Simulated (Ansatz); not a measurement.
Worked example: correlation energy of HC–CH, singlet

Geometry: a PBE0/def2-TZVP stationary point for this spin, not checked as a minimum.

```xyz
4

C     0.0000    0.0000    0.5985
C     0.0000    0.0000   -0.5985
H     0.0000    0.0000    1.6632
H     0.0000    0.0000   -1.6632
```

Basis cc-pVTZ; Ansatz 0.2.0. Only valence electrons are correlated (noble-gas cores frozen), which leaves 10 electrons in 86 orbitals. R marks a restricted (for open shells ROHF) determinant.

Full CI isn't at hand for all of this; RCCSDT(Q) serves as the reference, and is uncertain by the last step of the cluster series or more.

RCCSD has a T1 diagnostic of 0.013 and a largest doubles amplitude of 0.08.

Runs differ by some tens of microhartree through their thresholds, so steps under 0.03 kcal/mol mean nothing.

| level | total energy (hartree) |
| --- | --- |
| RHF | -76.849823 |
| RMP2 | -77.158791 |
| RCCSD | -77.171094 |
| RCCSD(T) | -77.187337 |
| RCCSDT | -77.187400 |
| RCCSDT(Q) | -77.188565 |

Q: What is the correlation energy at RCCSDT(Q), and what share of it do RMP2 and RCCSD recover?

A: E(corr) = -77.188565 − (-76.849823) = -0.338742 hartree = -9.218 eV. RMP2: -0.308968 / -0.338742 = 91.21 %. RCCSD: -0.321271 / -0.338742 = 94.84 %.

Q: By how many kcal/mol does RCCSD(T) miss RCCSDT(Q) (1 hartree = 627.509 kcal/mol), and which steps make up the rest?

A: -77.187337 − (-77.188565) = 0.001228 hartree = 0.77 kcal/mol. Steps: RCCSDT − RCCSD(T) = -0.04, RCCSDT(Q) − RCCSDT = -0.73 kcal/mol. That is within 1 kcal/mol of the reference in this basis, which itself misses far more of the correlation at the basis-set limit.
